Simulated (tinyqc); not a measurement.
Inside a calculation (part 1 of 2). Method: CCD on RHF in the sto-3g basis, frozen core, for H3O+, spin multiplicity 1. Computed by tinyqc, a small Python program that keeps every step (integrals from PySCF). Settings: charge = 1, multiplicity = 1, basis = sto-3g, method = RHF, frozen orbitals = 1, energy threshold = 1e-10, iteration cap = 54, orthogonalisation = canonical, start = atomic densities, DIIS depth = 6, amplitude equations = CCD, DIIS depth for amplitudes = 0, cap on updates = 75. Command: `OMP_NUM_THREADS=1 python tinyqc.py 30284 30285 out.jsonl` (the two numbers bound the seeds that draw the settings). One thread of a shared host (Intel(R) Xeon(R) Processor @ 2.60GHz), about 0.1 s of CPU time with the checks. The early iterations of the SCF are left out here.

## One-electron integrals

Geometry (angstrom):
```
atom,x,y,z
O,0.000000,0.000000,0.373000
H,1.034000,0.000000,0.000000
H,-0.517000,0.896000,0.000000
H,-0.517000,-0.896000,0.000000
```

Basis sto-3g: exponents (1/bohr^2) and contraction coefficients of normalised primitives:
```
element,l (shell),exponent,coefficient
O,s (1),130.709320,0.154329
O,s (1),23.808861,0.535328
O,s (1),6.443608,0.444635
O,s (2),5.033151,-0.099967
O,s (2),1.169596,0.399513
O,s (2),0.380389,0.700115
O,p (3),5.033151,0.155916
O,p (3),1.169596,0.607684
O,p (3),0.380389,0.391957
H,s (1),3.425251,0.154329
H,s (1),0.623914,0.535328
H,s (1),0.168855,0.444635
```

Overlap, kinetic and nuclear-attraction integrals over the contracted functions; the nuclear repulsion is the sum of Za Zb / Rab.

nuclear repulsion = 12.43701374 hartree

overlap S, lower triangle:
```
,1O 1s,1O 2s,1O 2px,1O 2py,1O 2pz,2H 1s,3H 1s,4H 1s
1O 1s,1.000000
1O 2s,0.236704,1.000000
1O 2px,0.000000,0.000000,1.000000
1O 2py,0.000000,0.000000,0.000000,1.000000
1O 2pz,0.000000,0.000000,0.000000,0.000000,1.000000
2H 1s,0.038477,0.386594,0.320722,0.000000,-0.115696,1.000000
3H 1s,0.038437,0.386342,-0.160220,0.277674,-0.115594,0.166348,1.000000
4H 1s,0.038437,0.386342,-0.160220,-0.277674,-0.115594,0.166348,0.166143,1.000000
```

kinetic energy T (hartree), lower triangle:
```
,1O 1s,1O 2s,1O 2px,1O 2py,1O 2pz,2H 1s,3H 1s,4H 1s
1O 1s,29.003200
1O 2s,-0.168011,0.808128
1O 2px,0.000000,0.000000,2.528731
1O 2py,0.000000,0.000000,0.000000,2.528731
1O 2pz,0.000000,0.000000,0.000000,0.000000,2.528731
2H 1s,-0.008404,0.070781,0.176023,0.000000,-0.063498,0.760032
3H 1s,-0.008411,0.070635,-0.087856,0.152261,-0.063385,-0.005913,0.760032
4H 1s,-0.008411,0.070635,-0.087856,-0.152261,-0.063385,-0.005913,-0.005937,0.760032
```

nuclear attraction V (hartree), lower triangle:
```
,1O 1s,1O 2s,1O 2px,1O 2py,1O 2pz,2H 1s,3H 1s,4H 1s
1O 1s,-62.062311
1O 2s,-7.524846,-10.488265
1O 2px,-0.000013,-0.000148,-10.444094
1O 2py,0.000000,0.000000,0.000000,-10.444094
1O 2pz,0.011974,0.146323,0.000051,0.000000,-10.355683
2H 1s,-1.252254,-3.132306,-2.294906,0.000000,0.865787,-5.588045
3H 1s,-1.250954,-3.129846,1.146200,-1.986529,0.864890,-1.041382,-5.586571
4H 1s,-1.250954,-3.129846,1.146200,1.986529,0.864890,-1.041382,-1.040074,-5.586571
```

core Hamiltonian H = T + V (hartree), lower triangle:
```
,1O 1s,1O 2s,1O 2px,1O 2py,1O 2pz,2H 1s,3H 1s,4H 1s
1O 1s,-33.059112
1O 2s,-7.692857,-9.680137
1O 2px,-0.000013,-0.000148,-7.915362
1O 2py,0.000000,0.000000,0.000000,-7.915363
1O 2pz,0.011974,0.146323,0.000051,0.000000,-7.826952
2H 1s,-1.260657,-3.061525,-2.118883,0.000000,0.802290,-4.828013
3H 1s,-1.259364,-3.059211,1.058344,-1.834269,0.801504,-1.047295,-4.826539
4H 1s,-1.259364,-3.059211,1.058344,1.834269,0.801504,-1.047295,-1.046011,-4.826539
```

## Two-electron integrals

Functions are numbered as in S; the eight-fold symmetry (ij|kl) = (ji|kl) = (kl|ij) leaves the list below.

Two-electron integrals (ij|kl) in chemists' order, unique and non-zero (hartree):
```
i,j,k,l,(ij|kl)
1,1,1,1,4.785065
2,1,1,1,0.741380
2,1,2,1,0.136873
2,2,1,1,1.118947
2,2,2,1,0.256633
2,2,2,2,0.817206
3,1,3,1,0.024477
3,2,3,1,0.037809
3,2,3,2,0.180518
3,3,1,1,1.115814
3,3,2,1,0.256684
3,3,2,2,0.817023
3,3,3,3,0.880159
4,1,4,1,0.024477
4,2,4,1,0.037809
4,2,4,2,0.180518
4,3,4,3,0.047444
4,4,1,1,1.115814
4,4,2,1,0.256684
4,4,2,2,0.817023
4,4,3,3,0.785270
4,4,4,4,0.880159
5,1,5,1,0.024477
5,2,5,1,0.037809
5,2,5,2,0.180518
5,3,5,3,0.047444
5,4,5,4,0.047444
5,5,1,1,1.115814
5,5,2,1,0.256684
5,5,2,2,0.817023
5,5,3,3,0.785270
5,5,4,4,0.785270
5,5,5,5,0.880159
6,1,1,1,0.122013
6,1,2,1,0.022351
6,1,2,2,0.041689
6,1,3,1,0.000966
6,1,3,2,0.001817
6,1,3,3,0.041830
6,1,4,4,0.041607
6,1,5,1,-0.000348
6,1,5,2,-0.000655
6,1,5,3,-0.000080
6,1,5,5,0.041636
6,1,6,1,0.003697
6,2,1,1,0.313779
6,2,2,1,0.072943
6,2,2,2,0.259233
6,2,3,1,0.005161
6,2,3,2,0.040367
6,2,3,3,0.266511
6,2,4,4,0.254698
6,2,5,1,-0.001862
6,2,5,2,-0.014562
6,2,5,3,-0.004261
6,2,5,5,0.256236
6,2,6,1,0.012161
6,2,6,2,0.104077
6,3,1,1,0.219351
6,3,2,1,0.051626
6,3,2,2,0.195880
6,3,3,1,0.010610
6,3,3,2,0.072653
6,3,3,3,0.212095
6,3,4,4,0.187110
6,3,5,1,-0.001149
6,3,5,2,-0.010347
6,3,5,3,-0.006033
6,3,5,5,0.188211
6,3,6,1,0.008965
6,3,6,2,0.095566
6,3,6,3,0.101133
6,4,4,1,0.007423
6,4,4,2,0.043970
6,4,4,3,0.008262
6,4,5,4,-0.002980
6,4,6,4,0.014396
6,5,1,1,-0.079128
6,5,2,1,-0.018623
6,5,2,2,-0.070661
6,5,3,1,-0.001149
6,5,3,2,-0.010347
6,5,3,3,-0.070550
6,5,4,4,-0.067497
6,5,5,1,0.007838
6,5,5,2,0.047703
6,5,5,3,0.009363
6,5,5,5,-0.073855
6,5,6,1,-0.003234
6,5,6,2,-0.034474
6,5,6,3,-0.031289
6,5,6,5,0.025683
6,6,1,1,0.471025
6,6,2,1,0.111262
6,6,2,2,0.454911
6,6,3,1,0.009698
6,6,3,2,0.106144
6,6,3,3,0.484066
6,6,4,4,0.436985
6,6,5,1,-0.003498
6,6,5,2,-0.038290
6,6,5,3,-0.016984
6,6,5,5,0.443112
6,6,6,1,0.018688
6,6,6,2,0.235774
6,6,6,3,0.247039
6,6,6,5,-0.089116
6,6,6,6,0.774606
7,1,1,1,0.121887
7,1,2,1,0.022328
7,1,2,2,0.041646
7,1,3,1,-0.000482
7,1,3,2,-0.000907
7,1,3,3,0.041620
7,1,4,1,0.000836
7,1,4,2,0.001572
7,1,4,3,-0.000096
7,1,4,4,0.041731
7,1,5,1,-0.000348
7,1,5,2,-0.000654
7,1,5,3,0.000040
7,1,5,4,-0.000069
7,1,5,5,0.041593
7,1,6,1,0.003632
7,1,6,2,0.011740
7,1,6,3,0.008132
7,1,6,4,0.000307
7,1,6,5,-0.003125
7,1,6,6,0.017871
7,1,7,1,0.003689
7,2,1,1,0.313533
7,2,2,1,0.072886
7,2,2,2,0.259040
7,2,3,1,-0.002577
7,2,3,2,-0.020162
7,2,3,3,0.257457
7,2,4,1,0.004467
7,2,4,2,0.034942
7,2,4,3,-0.005111
7,2,4,4,0.263366
7,2,5,1,-0.001859
7,2,5,2,-0.014546
7,2,5,3,0.002128
7,2,5,4,-0.003687
7,2,5,5,0.256043
7,2,6,1,0.011743
7,2,6,2,0.081978
7,2,6,3,0.057586
7,2,6,4,0.008929
7,2,6,5,-0.026349
7,2,6,6,0.149182
7,2,7,1,0.012139
7,2,7,2,0.103933
7,3,1,1,-0.109562
7,3,2,1,-0.025786
7,3,2,2,-0.097842
7,3,3,1,0.008212
7,3,3,2,0.051095
7,3,3,3,-0.102769
7,3,4,1,-0.001379
7,3,4,2,-0.012410
7,3,4,3,0.008981
7,3,4,4,-0.096633
7,3,5,1,0.000574
7,3,5,2,0.005166
7,3,5,3,-0.003739
7,3,5,4,0.001320
7,3,5,5,-0.094011
7,3,6,1,-0.003800
7,3,6,2,-0.021054
7,3,6,3,-0.004359
7,3,6,4,-0.001769
7,3,6,5,0.006606
7,3,6,6,-0.029041
7,3,7,1,-0.004473
7,3,7,2,-0.047704
7,3,7,3,0.036017
7,4,1,1,0.189878
7,4,2,1,0.044690
7,4,2,2,0.169567
7,4,3,1,-0.001379
7,4,3,2,-0.012410
7,4,3,3,0.163806
7,4,4,1,0.009806
7,4,4,2,0.065442
7,4,4,3,-0.007298
7,4,4,4,0.181774
7,4,5,1,-0.000995
7,4,5,2,-0.008954
7,4,5,3,0.001320
7,4,5,4,-0.005265
7,4,5,5,0.162928
7,4,6,1,0.007200
7,4,6,2,0.054351
7,4,6,3,0.037906
7,4,6,4,0.016495
7,4,6,5,-0.017173
7,4,6,6,0.100356
7,4,7,1,0.007753
7,4,7,2,0.082675
7,4,7,3,-0.037509
7,4,7,4,0.079380
7,5,1,1,-0.079045
7,5,2,1,-0.018604
7,5,2,2,-0.070590
7,5,3,1,0.000574
7,5,3,2,0.005166
7,5,3,3,-0.068191
7,5,4,1,-0.000995
7,5,4,2,-0.008954
7,5,4,3,0.001320
7,5,4,4,-0.069718
7,5,5,1,0.007831
7,5,5,2,0.047661
7,5,5,3,-0.004676
7,5,5,4,0.008103
7,5,5,5,-0.073780
7,5,6,1,-0.003125
7,5,6,2,-0.026344
7,5,6,3,-0.018169
7,5,6,4,-0.002861
7,5,6,5,0.019232
7,5,6,6,-0.052190
7,5,7,1,-0.003227
7,5,7,2,-0.034417
7,5,7,3,0.015615
7,5,7,4,-0.027062
7,5,7,5,0.025640
7,6,1,1,0.098573
7,6,2,1,0.023122
7,6,2,2,0.089119
7,6,3,1,0.000643
7,6,3,2,0.005984
7,6,3,3,0.089198
7,6,4,1,0.001114
7,6,4,2,0.010366
7,6,4,3,0.000326
7,6,4,4,0.089575
7,6,5,1,-0.000927
7,6,5,2,-0.008631
7,6,5,3,-0.000959
7,6,5,4,-0.001660
7,6,5,5,0.088487
7,6,6,1,0.003809
7,6,6,2,0.035131
7,6,6,3,0.030140
7,6,6,4,0.003558
7,6,6,5,-0.013095
7,6,6,6,0.082327
7,6,7,1,0.003805
7,6,7,2,0.035109
7,6,7,3,-0.011979
7,6,7,4,0.027873
7,6,7,5,-0.013084
7,6,7,6,0.014797
7,7,1,1,0.470858
7,7,2,1,0.111223
7,7,2,2,0.454772
7,7,3,1,-0.004844
7,7,3,2,-0.053029
7,7,3,3,0.448611
7,7,4,1,0.008395
7,7,4,2,0.091903
7,7,4,3,-0.020373
7,7,4,4,0.472163
7,7,5,1,-0.003495
7,7,5,2,-0.038259
7,7,5,3,0.008481
7,7,5,4,-0.014699
7,7,5,5,0.442974
7,7,6,1,0.017883
7,7,6,2,0.149249
7,7,6,3,0.101462
7,7,6,4,0.025013
7,7,6,5,-0.052220
7,7,6,6,0.293296
7,7,7,1,0.018662
7,7,7,2,0.235579
7,7,7,3,-0.123386
7,7,7,4,0.213837
7,7,7,5,-0.089019
7,7,7,6,0.082327
7,7,7,7,0.774606
8,1,1,1,0.121887
8,1,2,1,0.022328
8,1,2,2,0.041646
8,1,3,1,-0.000482
8,1,3,2,-0.000907
8,1,3,3,0.041620
8,1,4,1,-0.000836
8,1,4,2,-0.001572
8,1,4,3,0.000096
8,1,4,4,0.041731
8,1,5,1,-0.000348
8,1,5,2,-0.000654
8,1,5,3,0.000040
8,1,5,4,0.000069
8,1,5,5,0.041593
8,1,6,1,0.003632
8,1,6,2,0.011740
8,1,6,3,0.008132
8,1,6,4,-0.000307
8,1,6,5,-0.003125
8,1,6,6,0.017871
8,1,7,1,0.003629
8,1,7,2,0.011731
8,1,7,3,-0.004327
8,1,7,4,0.006886
8,1,7,5,-0.003122
8,1,7,6,0.003705
8,1,7,7,0.017864
8,1,8,1,0.003689
8,2,1,1,0.313533
8,2,2,1,0.072886
8,2,2,2,0.259040
8,2,3,1,-0.002577
8,2,3,2,-0.020162
8,2,3,3,0.257457
8,2,4,1,-0.004467
8,2,4,2,-0.034942
8,2,4,3,0.005111
8,2,4,4,0.263366
8,2,5,1,-0.001859
8,2,5,2,-0.014546
8,2,5,3,0.002128
8,2,5,4,0.003687
8,2,5,5,0.256043
8,2,6,1,0.011743
8,2,6,2,0.081978
8,2,6,3,0.057586
8,2,6,4,-0.008929
8,2,6,5,-0.026349
8,2,6,6,0.149182
8,2,7,1,0.011731
8,2,7,2,0.081911
8,2,7,3,-0.036483
8,2,7,4,0.045387
8,2,7,5,-0.026321
8,2,7,6,0.028331
8,2,7,7,0.149122
8,2,8,1,0.012139
8,2,8,2,0.103933
8,3,1,1,-0.109562
8,3,2,1,-0.025786
8,3,2,2,-0.097842
8,3,3,1,0.008212
8,3,3,2,0.051095
8,3,3,3,-0.102769
8,3,4,1,0.001379
8,3,4,2,0.012410
8,3,4,3,-0.008981
8,3,4,4,-0.096633
8,3,5,1,0.000574
8,3,5,2,0.005166
8,3,5,3,-0.003739
8,3,5,4,-0.001320
8,3,5,5,-0.094011
8,3,6,1,-0.003800
8,3,6,2,-0.021054
8,3,6,3,-0.004359
8,3,6,4,0.001769
8,3,6,5,0.006606
8,3,6,6,-0.029041
8,3,7,1,-0.004327
8,3,7,2,-0.036483
8,3,7,3,0.026888
8,3,7,4,-0.019817
8,3,7,5,0.011548
8,3,7,6,-0.009467
8,3,7,7,-0.072302
8,3,8,1,-0.004473
8,3,8,2,-0.047704
8,3,8,3,0.036017
8,4,1,1,-0.189878
8,4,2,1,-0.044690
8,4,2,2,-0.169567
8,4,3,1,0.001379
8,4,3,2,0.012410
8,4,3,3,-0.163806
8,4,4,1,0.009806
8,4,4,2,0.065442
8,4,4,3,-0.007298
8,4,4,4,-0.181774
8,4,5,1,0.000995
8,4,5,2,0.008954
8,4,5,3,-0.001320
8,4,5,4,-0.005265
8,4,5,5,-0.162928
8,4,6,1,-0.007200
8,4,6,2,-0.054351
8,4,6,3,-0.037906
8,4,6,4,0.016495
8,4,6,5,0.017173
8,4,6,6,-0.100356
8,4,7,1,-0.006886
8,4,7,2,-0.045387
8,4,7,3,0.019817
8,4,7,4,-0.014801
8,4,7,5,0.014297
8,4,7,6,-0.016408
8,4,7,7,-0.075331
8,4,8,1,-0.007753
8,4,8,2,-0.082675
8,4,8,3,0.037509
8,4,8,4,0.079380
8,5,1,1,-0.079045
8,5,2,1,-0.018604
8,5,2,2,-0.070590
8,5,3,1,0.000574
8,5,3,2,0.005166
8,5,3,3,-0.068191
8,5,4,1,0.000995
8,5,4,2,0.008954
8,5,4,3,-0.001320
8,5,4,4,-0.069718
8,5,5,1,0.007831
8,5,5,2,0.047661
8,5,5,3,-0.004676
8,5,5,4,-0.008103
8,5,5,5,-0.073780
8,5,6,1,-0.003125
8,5,6,2,-0.026344
8,5,6,3,-0.018169
8,5,6,4,0.002861
8,5,6,5,0.019232
8,5,6,6,-0.052190
8,5,7,1,-0.003122
8,5,7,2,-0.026321
8,5,7,3,0.011548
8,5,7,4,-0.014297
8,5,7,5,0.019213
8,5,7,6,-0.010213
8,5,7,7,-0.052164
8,5,8,1,-0.003227
8,5,8,2,-0.034417
8,5,8,3,0.015615
8,5,8,4,0.027062
8,5,8,5,0.025640
8,6,1,1,0.098573
8,6,2,1,0.023122
8,6,2,2,0.089119
8,6,3,1,0.000643
8,6,3,2,0.005984
8,6,3,3,0.089198
8,6,4,1,-0.001114
8,6,4,2,-0.010366
8,6,4,3,-0.000326
8,6,4,4,0.089575
8,6,5,1,-0.000927
8,6,5,2,-0.008631
8,6,5,3,-0.000959
8,6,5,4,0.001660
8,6,5,5,0.088487
8,6,6,1,0.003809
8,6,6,2,0.035131
8,6,6,3,0.030140
8,6,6,4,-0.003558
8,6,6,5,-0.013095
8,6,6,6,0.082327
8,6,7,1,0.003705
8,6,7,2,0.028331
8,6,7,3,-0.009467
8,6,7,4,0.016408
8,6,7,5,-0.010213
8,6,7,6,0.012024
8,6,7,7,0.053733
8,6,8,1,0.003805
8,6,8,2,0.035109
8,6,8,3,-0.011979
8,6,8,4,-0.027873
8,6,8,5,-0.013084
8,6,8,6,0.014797
8,7,1,1,0.098452
8,7,2,1,0.023094
8,7,2,2,0.089009
8,7,3,1,-0.001284
8,7,3,2,-0.011948
8,7,3,3,0.089650
8,7,4,4,0.088902
8,7,5,1,-0.000926
8,7,5,2,-0.008620
8,7,5,3,0.001914
8,7,5,5,0.088378
8,7,6,1,0.003704
8,7,6,2,0.028318
8,7,6,3,0.018932
8,7,6,5,-0.010211
8,7,6,6,0.053685
8,7,7,1,0.003800
8,7,7,2,0.035062
8,7,7,3,-0.018110
8,7,7,4,0.024285
8,7,7,5,-0.013066
8,7,7,6,0.012010
8,7,7,7,0.082208
8,7,8,1,0.003800
8,7,8,2,0.035062
8,7,8,3,-0.018110
8,7,8,4,-0.024285
8,7,8,5,-0.013066
8,7,8,6,0.012010
8,7,8,7,0.014759
8,8,1,1,0.470858
8,8,2,1,0.111223
8,8,2,2,0.454772
8,8,3,1,-0.004844
8,8,3,2,-0.053029
8,8,3,3,0.448611
8,8,4,1,-0.008395
8,8,4,2,-0.091903
8,8,4,3,0.020373
8,8,4,4,0.472163
8,8,5,1,-0.003495
8,8,5,2,-0.038259
8,8,5,3,0.008481
8,8,5,4,0.014699
8,8,5,5,0.442974
8,8,6,1,0.017883
8,8,6,2,0.149249
8,8,6,3,0.101462
8,8,6,4,-0.025013
8,8,6,5,-0.052220
8,8,6,6,0.293296
8,8,7,1,0.017864
8,8,7,2,0.149122
8,8,7,3,-0.072302
8,8,7,4,0.075331
8,8,7,5,-0.052164
8,8,7,6,0.053733
8,8,7,7,0.293172
8,8,8,1,0.018662
8,8,8,2,0.235579
8,8,8,3,-0.123386
8,8,8,4,-0.213837
8,8,8,5,-0.089019
8,8,8,6,0.082327
8,8,8,7,0.082208
8,8,8,8,0.774606
```

## Orthogonalisation

S = U s U^T; canonical form X = U s^(-1/2), so that X^T S X = 1. Each column of U has its largest component positive (the first on a tie).

eigenvalues of S: 0.414329  0.515386  0.515548  0.931930  1.060915  1.318198  1.318309  1.925385

X:
```
,1,2,3,4,5,6,7,8
1O 1s,-0.372705,-0.000620,0.000000,0.712374,0.633944,-0.000157,0.000000,0.149699
1O 2s,1.174168,0.001449,0.000000,-0.137924,0.220575,-0.000224,0.000000,0.432065
1O 2px,0.001391,-0.876951,0.000000,-0.000049,0.000080,0.676707,0.000000,0.000184
1O 2py,0.000000,0.000000,0.876995,0.000000,0.000000,0.000000,0.676587,0.000000
1O 2pz,-0.306267,-0.000295,0.000000,-0.699959,0.671102,-0.000005,0.000000,-0.117826
2H 1s,-0.518485,0.882976,0.000000,-0.137268,-0.117771,0.447593,0.000000,0.314497
3H 1s,-0.516398,-0.442494,-0.765037,-0.137399,-0.117889,-0.223986,0.387800,0.314241
4H 1s,-0.516398,-0.442494,0.765037,-0.137399,-0.117889,-0.223986,-0.387800,0.314241
```

## Iteration 8 (converged): orbitals

converged F (hartree), lower triangle:
```
,1O 1s,1O 2s,1O 2px,1O 2py,1O 2pz,2H 1s,3H 1s,4H 1s
1O 1s,-20.821333
1O 2s,-5.296077,-2.912187
1O 2px,-0.000011,-0.000113,-0.798482
1O 2py,0.000000,0.000000,0.000000,-0.798436
1O 2pz,0.020127,0.088400,0.000041,0.000000,-0.848198
2H 1s,-0.875657,-0.976874,-0.558742,0.000000,0.239082,-0.737931
3H 1s,-0.874764,-0.976172,0.279132,-0.483765,0.238909,-0.294436,-0.737469
4H 1s,-0.874764,-0.976172,0.279132,0.483765,0.238909,-0.294436,-0.294071,-0.737469
```

Diagonalise F' = X^T F X, C = X C', fill 5 alpha and 5 beta electrons from the bottom; D = 2 C_occ C_occ^T. Each column has its largest component positive (the first on a tie).

F' = X^T F X (hartree), lower triangle:
```
,1,2,3,4,5,6,7,8
1,-0.702123
2,-0.001768,0.165373
3,0.000000,0.000000,0.165179
4,2.150948,0.004438,0.000000,-9.534046
5,1.906916,0.004110,0.000000,-8.887474,-9.953421
6,-0.000437,0.038776,0.000000,0.002775,0.002856,-1.006627
7,0.000000,0.000000,-0.038914,0.000000,0.000000,0.000000,-1.006586
8,0.257119,0.001008,0.000000,-3.874036,-4.010245,0.001250,0.000000,-3.205729
```

orbital energies (hartree): MO1 -20.829730, MO2 -1.705592, MO3 -1.007908, MO4 -1.007877, MO5 -0.874287, MO6 0.014285, MO7 0.166470, MO8 0.166658

coefficients C:
```
,MO1,MO2,MO3,MO4,MO5,MO6,MO7,MO8
1O 1s,0.994292,-0.240401,0.000074,0.000000,-0.063877,-0.142095,0.000000,0.000228
1O 2s,0.025234,0.890555,-0.000382,0.000000,0.314790,0.860354,0.000000,-0.001504
1O 2px,0.000003,0.000114,0.705305,0.000000,0.000273,-0.001032,0.000000,-0.854120
1O 2py,0.000000,0.000000,0.000000,0.705292,0.000000,0.000000,0.854080,0.000000
1O 2pz,-0.002470,-0.100404,-0.000246,0.000000,0.924855,-0.427271,0.000000,0.000717
2H 1s,-0.004168,0.097453,0.418321,0.000000,-0.122377,-0.610701,0.000000,0.898885
3H 1s,-0.004165,0.097358,-0.209109,0.362222,-0.122565,-0.612513,-0.777474,-0.448046
4H 1s,-0.004165,0.097358,-0.209109,-0.362222,-0.122565,-0.612513,0.777474,-0.448046
```

D after iteration 8, lower triangle:
```
,1O 1s,1O 2s,1O 2px,1O 2py,1O 2pz,2H 1s,3H 1s,4H 1s
1O 1s,2.100979
1O 2s,-0.418217,1.785636
1O 2px,0.000021,-0.000163,0.994910
1O 2py,0.000000,0.000000,0.000000,0.994873
1O 2pz,-0.074791,0.403315,0.000136,0.000000,1.730886
2H 1s,-0.039449,0.096000,0.590043,0.000000,-0.246116,0.398967
3H 1s,-0.039465,0.096190,-0.295015,0.510944,-0.246137,-0.125940,0.398898
4H 1s,-0.039465,0.096190,-0.295015,-0.510944,-0.246137,-0.125940,-0.125920,0.398898
```

## Convergence

Stop when the energy changes by less than 1e-10 hartree and every element of the error matrix X^T (F D S - S D F) X is below 3e-06.

Course of the cycle:
```
iteration,E (hartree),change,largest element of the error matrix
1,-71.16615301,-,1.33e+00
2,-75.14928876,-3.98e+00,4.13e-01
3,-75.29664295,-1.47e-01,7.04e-02
4,-75.29977786,-3.13e-03,1.00e-02
5,-75.29985693,-7.91e-05,1.13e-03
6,-75.29985937,-2.45e-06,2.42e-04
7,-75.29985952,-1.41e-07,3.29e-06
8,-75.29985952,-1.43e-11,2.67e-08
```

PySCF RHF in the same basis = -75.29985952 hartree

Converged in 8 iterations.
